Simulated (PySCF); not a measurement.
# How the method moves the bond dissociation enthalpies of 2-fluoropropane

Structure: `CC(C)F` (C3H7F). Optimised structure (Å), atoms numbered from 1:
```
C    -1.1991   -0.4540    0.1330
C    -0.1072    0.5484   -0.1629
C     1.2891   -0.0241   -0.0784
F    -0.2101    1.5881    0.7472
H    -1.0649   -0.8775    1.1404
H    -1.1822   -1.2781   -0.5959
H    -2.1863    0.0284    0.0896
H    -0.2680    0.9869   -1.1653
H     1.4702   -0.4400    0.9248
H     1.4284   -0.8269   -0.8178
H     2.0385    0.7578   -0.2688
```

All levels share the PBE0-D3(BJ)/def2-SVP structures and the PBE0-D3(BJ)/def2-SVP thermal terms; only the single-point energies (PySCF) change. Values are bond dissociation enthalpies (298 K, kJ/mol).

```csv
level,C1–C2,C2–H,C1–H,C2–F4
M06-L/def2-TZVP (grid 1),367,383,417,453
M06-2X/def2-TZVP,383,402,427,482
```

The widest spread is that of C2–F4: 28 kJ/mol, from 453 to 482.

Differences come from unrounded values, so a last digit can differ from that of the printed terms.
